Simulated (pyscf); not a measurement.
## Four-centre exchange: H₃C–AlH₂ (SMILES [CH3][AlH2]) + HCl (SMILES Cl) -> CH₄ (SMILES C) + H₂Al–Cl (SMILES [AlH2][Cl])

Gas phase, singlet surface, charge 0. Bonds broken: C1–Al2, Cl8–H9. Bonds formed: C1–H9, Al2–Cl8. Optimised with ωB97X-D3(BJ)/def2-SVP in PySCF. Correlated levels are frozen-core, on RHF or UHF. ΔMP2 is the change of the MP2 total energy from the triple- to the quadruple-zeta basis.

Transition state (Å):

```xyz
9

C     -1.2203    -1.0394     0.1263
Al    -0.0190     0.5921     0.4438
H     -1.1209    -1.8296    -0.6403
H     -2.2860    -0.7687     0.1905
H     -0.9436    -1.5608     1.0632
H     -0.8197     1.8560     0.9541
H      1.4622     0.2334     0.8659
Cl     0.0315     0.7089    -2.0046
H     -0.6123    -0.2844    -1.2097
```

One imaginary mode, 732i cm⁻¹; descent along it reached the two sides named, in the forms told below.

```json
[
 {"bond": "C1–Al2", "change": "breaks", "reactant side (Å)": "1.971", "saddle": "2.051", "product side": "2.8"},
 {"bond": "Cl8–H9", "change": "breaks", "reactant side (Å)": "1.289", "saddle": "1.426", "product side": "2.8"},
 {"bond": "C1–H9", "change": "forms", "reactant side (Å)": "2.9", "saddle": "1.651", "product side": "1.104"},
 {"bond": "Al2–Cl8", "change": "forms", "reactant side (Å)": "2.7", "saddle": "2.452", "product side": "2.120"}
]
```

Electronic energies relative to the separated reactants (kcal/mol):

| level | barrier | reaction energy | reverse barrier |
|---|---|---|---|
| ωB97X-D3(BJ)/def2-TZVP | -1.5 | -43.4 | 41.9 |
| PBE/def2-TZVP | -4.1 | -41.3 | 37.2 |
| r²SCAN/def2-TZVP | -4.4 | -43.3 | 38.9 |
| B3LYP-D3(BJ)/def2-TZVP | -0.2 | -42.9 | 42.7 |
| PBE0-D3(BJ)/def2-TZVP | -3.4 | -42.0 | 38.6 |
| M06-2X/def2-TZVP | -0.5 | -43.1 | 42.6 |
| ωB97M-D3(BJ)/def2-TZVP | 0.7 | -42.2 | 42.9 |
| HF/def2-TZVP | 15.4 | -46.1 | 61.5 |
| MP2/def2-QZVPP | -0.2 | -43.0 | 42.9 |
| CCSD/def2-TZVPP | 4.8 | -42.0 | 46.7 |
| CCSD(T)/def2-TZVPP | 2.3 | -41.7 | 44.0 |
| CCSD(T)/def2-TZVPP + ΔMP2(QZVPP) | 1.9 | -41.9 | 43.9 |

With CCSD(T)/def2-TZVPP + ΔMP2(QZVPP) energies and thermal terms (ideal gas, 1 atm, RRHO with modes under 100 cm⁻¹ raised to 100, one conformer, R ln 2 for rigid chiral ones), in kcal/mol:

```
T (K)  ΔH‡   ΔG‡     ΔH     ΔG
-----  ---  ----  -----  -----
298    1.6  12.0  -39.6  -38.2
600    1.4  22.6  -40.5  -36.5
900    1.7  33.2  -41.2  -34.4
1200   2.1  43.7  -41.8  -32.0
```

On the reactant side the descent ends in an adduct with a Al–Cl contact, 8.6 kcal/mol under the separated species and 7.1 kcal/mol under the saddle at ωB97X-D3(BJ)/def2-TZVP. On the product side the descent ends in a complex (not fully relaxed), 4.0 kcal/mol under the separated species and 46.0 kcal/mol under the saddle at ωB97X-D3(BJ)/def2-TZVP. At ωB97X-D3(BJ), PBE, r²SCAN, B3LYP-D3(BJ), PBE0-D3(BJ), M06-2X, MP2 the saddle lies under the separated reactants, which points to a path from their complex (located at ωB97X-D3(BJ) alone). What is counted as formed (Al–Cl) is already present as a longer contact in the reactant adduct; forming that adduct is a step of its own. This is the saddle that the search found; another between the same sides may lie lower. The CCSD(T) − MP2 part came from Ansatz, without density fitting, on the same reference.
